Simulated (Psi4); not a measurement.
# One shape, several levels: CH2FP (SMILES [H]/P=C/F)

We compute a comparison of 3 runs (HF/STO-3G, SVWN5/cc-pVDZ, CEPA(3)/6-31+G*) of CH2FP. 

The calculation is run with Psi4 1.11.

1 further run of the same task is left out (set aside as unsound or not needed).

### 1 The structure to begin with

CH2FP has 5 atoms, charge 0, and is taken as a singlet. SMILES: `[H]/P=C/F`. The coordinates come from a GFN2-xTB relaxation.

Bond lengths: F1–C2 1.340 Å, C2–P3 1.671 Å, C2–H4 1.082 Å, P3–H5 1.399 Å. Angles: F1–C2–P3 120.7°, F1–C2–H4 111.2°, P3–C2–H4 128.2°, C2–P3–H5 93.9°.

### 2 Energy and gradient at HF/STO-3G (run 1)

input.inp

```
memory 1600 MB

molecule molecule1 {
  F
  C 1 1.340091
  P 2 1.671454 1 120.6913
  H 2 1.082292 1 111.15164 3 179.80151
  H 3 1.398664 2 93.88849 4 0.29745
  symmetry c1
  no_reorient
  no_com
}

set globals {
  puream        true
  e_convergence 1e-09
  d_convergence 1e-08
  scf_type      pk
}

gradient('scf/STO-3G')
```

Run with:

```sh
psi4 -n 1 input.inp input.out
```

input.out:

```text
[...]
  Running in c1 symmetry.
[...]
  Nuclear repulsion =   94.204425608863801
[...]
  Multiplicity = 1
[...]
  Nalpha       = 16
  Nbeta        = 16
[...]
    Number of basis functions: 21
[...]
   @RHF iter   1:  -473.37021171989880   -1.71862e+00   1.54516e-02 DIIS/ADIIS
[...]
   @RHF iter  11:  -473.44612662904404   -4.54747e-13   1.64008e-09 DIIS
[...]
    Orbital Energies [Eh]
    ---------------------
    Doubly Occupied:
       1A    -78.895651     2A    -25.960422     3A    -11.060073
       4A     -7.219004     5A     -5.042024     6A     -5.040893
       7A     -5.039923     8A     -1.514327     9A     -0.899708
      10A     -0.703808    11A     -0.603064    12A     -0.533998
      13A     -0.508844    14A     -0.417874    15A     -0.311692
      16A     -0.239768
[...]
  @RHF Final Energy:  -473.44612662904404
   => Energetics <=
    Nuclear Repulsion Energy =             94.2044256088638008
    One-Electron Energy =                -847.3189582172321934
    Two-Electron Energy =                 279.6684059793242909
    Total Energy =                       -473.4461266290440449
[...]
 Multipole Moments:
 ------------------------------------------------------------------------------------
     Multipole            Electronic (a.u.)      Nuclear  (a.u.)        Total (a.u.)
 ------------------------------------------------------------------------------------
 L = 1.  Multiply by 2.5417464519 to convert [e a0] to [Debye]
 Dipole X            :         -0.0006456            0.0018615            0.0012159
 Dipole Y            :         -1.2952649            1.5204709            0.2252060
 Dipole Z            :         -2.4431706            2.8148422            0.3716715
 Magnitude           :                                                    0.4345791
[...]
  -Total Gradient:
     Atom            X                  Y                   Z
    ------   -----------------  -----------------  -----------------
       1        0.000005540872    -0.002338505707     0.016652948886
       2       -0.000243595703     0.043034113537    -0.022236509303
       3        0.000207447200    -0.035931277985     0.006895979353
       4        0.000159015085    -0.008245283522    -0.008024064396
       5       -0.000128407455     0.003480953684     0.006711645459
[...]
```

It took 1.4 s on 1 thread of Intel Xeon Platinum 8488C (Sapphire Rapids), shared host; peak memory 0.18 GiB.

### 3 Energy and gradient at SVWN5/cc-pVDZ (run 2)

calc.in

```
memory 1600 MB

molecule system {
  F     -0.458240    -1.544070     0.705910
  C     -0.281020    -0.366920     0.090480
  P      1.158080     0.468900     0.245900
  H     -1.159490    -0.086220    -0.475960
  H      0.740670     1.528300    -0.566320
  units angstrom
  symmetry c1
  no_reorient
  no_com
}

set basis cc-pVDZ
set reference rks
set puream true
set e_convergence 1e-09
set d_convergence 1e-08
set scf_type pk
set dft_radial_points 99
set dft_spherical_points 590

e_tot, wfn = gradient('scf', dft_functional={"name": "SVWN5", "x_functionals": {"LDA_X": {}}, "c_functionals": {"LDA_C_VWN": {}}}, return_wfn=True)
oeprop(wfn, 'DIPOLE', 'LOWDIN_CHARGES', 'WIBERG_LOWDIN_INDICES')
```

Run with:

```sh
psi4 -i calc.in -o calc.out -n 1
```

calc.out:

```text
[...]
  Running in c1 symmetry.
[...]
  Nuclear repulsion =   94.204426183018128
[...]
  Multiplicity = 1
[...]
  Nalpha       = 16
  Nbeta        = 16
[...]
    Number of basis functions: 56
[...]
   @RKS iter   1:  -478.03881367220612   -6.28129e-02   9.27160e-03 ADIIS/DIIS
[...]
   @RKS iter  12:  -478.19620483713129   -5.11591e-13   5.01777e-09 DIIS
[...]
    Orbital Energies [Eh]
    ---------------------
    Doubly Occupied:
       1A    -75.994225     2A    -24.128119     3A     -9.884363
       4A     -6.272512     5A     -4.522510     6A     -4.521361
       7A     -4.518354     8A     -1.133675     9A     -0.665600
      10A     -0.543581    11A     -0.478783    12A     -0.417812
      13A     -0.405932    14A     -0.324055    15A     -0.259365
      16A     -0.235525
[...]
  @RKS Final Energy:  -478.19620483713129
   => Energetics <=
    Nuclear Repulsion Energy =             94.2044261830181284
    One-Electron Energy =                -850.6570935587129725
    Two-Electron Energy =                 315.7932350823221554
    DFT Exchange-Correlation Energy =     -37.5367725437585307
    Empirical Dispersion Energy =           0.0000000000000000
    VV10 Nonlocal Energy =                  0.0000000000000000
    Total Energy =                       -478.1962048371312903
[...]
  -Total Gradient:
     Atom            X                  Y                   Z
    ------   -----------------  -----------------  -----------------
       1       -0.001474874501    -0.006829244629     0.003348947385
       2       -0.003193903905     0.015021273037    -0.010125847830
       3       -0.019623014744     0.011134971725    -0.015562620195
       4        0.015098721209    -0.004983557416     0.009662349625
       5        0.009176935573    -0.014347040746     0.012672053347
[...]
 Multipole Moments:
 ------------------------------------------------------------------------------------
     Multipole            Electronic (a.u.)      Nuclear  (a.u.)        Total (a.u.)
 ------------------------------------------------------------------------------------
 L = 1.  Multiply by 2.5417464519 to convert [e a0] to [Debye]
 Dipole X            :        -21.4273731           21.0555175           -0.3718557
 Dipole Y            :         14.7390674          -14.4045697            0.3344977
 Dipole Z            :        -18.3993529           18.0323147           -0.3670382
 Magnitude           :                                                    0.6203889
[...]
```

Wall time 9.3 s (1 thread of Intel Xeon Platinum 8488C (Sapphire Rapids), shared host); peak memory 0.44 GiB.

### 4 A single-point energy at CEPA(3)/6-31+G(d) (density fitting, Cartesian functions) (run 3)

calc.py

```python
import psi4

psi4.set_memory('1600 MB')
psi4.set_num_threads(1)
psi4.set_output_file('psi4.out', False)

molecule = psi4.geometry("""
0 1
F     -0.458240    -1.544070     0.705910
C     -0.281020    -0.366920     0.090480
P      1.158080     0.468900     0.245900
H     -1.159490    -0.086220    -0.475960
H      0.740670     1.528300    -0.566320
units angstrom
""")

psi4.set_options({
    'reference': 'rhf',
    'scf_type': 'disk_df',
    'guess': 'gwh',
    'maxiter': 80,
})

energy_value, wavefunction = psi4.energy('cepa(3)/6-31+G*', return_wfn=True)
print(f'cepa(3)/6-31+G* energy: {energy_value:.10f} Eh')
```

Run with:

```sh
python calc.py
```

psi4.out:

```text
[...]
  Running in c1 symmetry.
[...]
  Nuclear repulsion =   94.204426183018128
[...]
  Multiplicity = 1
[...]
  Nalpha       = 16
  Nbeta        = 16
[...]
    Number of basis functions: 65
[...]
   @DF-RHF iter   1:  -476.36767477299719   -4.76368e+02   5.20594e-02 ADIIS/DIIS
[...]
   @DF-RHF iter  14:  -479.13749071659419   -3.06954e-12   4.23998e-09 DIIS
[...]
    Orbital Energies [Eh]
    ---------------------
    Doubly Occupied:
       1A    -79.947116     2A    -26.345148     3A    -11.369887
       4A     -7.499972     5A     -5.393663     6A     -5.392568
       7A     -5.392433     8A     -1.650614     9A     -0.999943
      10A     -0.821392    11A     -0.750842    12A     -0.706642
      13A     -0.655430    14A     -0.552692    15A     -0.422163
      16A     -0.363194
[...]
  @DF-RHF Final Energy:  -479.13749071659419
   => Energetics <=
    Nuclear Repulsion Energy =             94.2044261830181284
    One-Electron Energy =                -850.1564388635858904
    Two-Electron Energy =                 276.8145219639736183
    Total Energy =                       -479.1374907165941863
[...]
 Multipole Moments:
 ------------------------------------------------------------------------------------
     Multipole            Electronic (a.u.)      Nuclear  (a.u.)        Total (a.u.)
 ------------------------------------------------------------------------------------
 L = 1.  Multiply by 2.5417464519 to convert [e a0] to [Debye]
 Dipole X            :          0.6863754           -1.0300698           -0.3436944
 Dipole Y            :         -1.8383396            2.3802850            0.5419454
 Dipole Z            :          1.3957214           -1.8730643           -0.4773428
 Magnitude           :                                                    0.7998043
[...]
      * SCS-MP2 total energy:                 -479.559377374437
[...]
      * MP2 total energy:                     -479.569401399592
[...]
```

On the terminal:

```text
cepa(3)/6-31+G* energy: -479.5909108393 Eh
```

Run time: 6 s. Hardware: 1 thread of Intel Xeon Platinum 8488C (Sapphire Rapids), shared host; peak memory 0.33 GiB.

### 5 All runs side by side

```
run                                                   level         integration grid                properties  energy (Eh)  dipole moment (D)  HOMO energy (eV)  LUMO energy (eV)  wall time
  1                                               HF/STO-3G                        –                         –  -473.446127               1.10             -6.52              6.37      1.4 s
  2                                           SVWN5/cc-pVDZ  99 radial × 590 angular  (dipole, lowdin, wiberg)  -478.196205               1.58             -6.41             -2.51      9.3 s
  3  CEPA(3)/6-31+G* (density fitting, Cartesian functions)                        –                         –  -479.590911                  –             -9.88              1.32        6 s
```

### 6 Results

| quantity | value |
| --- | --- |
| run 3: total energy | -479.59091 Eh |
| run 3: HOMO energy (Hartree–Fock orbitals) | -9.88 eV |
| run 3: LUMO energy (Hartree–Fock orbitals) | 1.32 eV |
| run 3: HOMO–LUMO gap (Hartree–Fock orbitals) | 11.21 eV |
| run 3: correlation energy | -453.4 mEh |

In words: In run 1 the basis is minimal, so the values are rough. All runs together took 17 s, the longest 9.3 s.
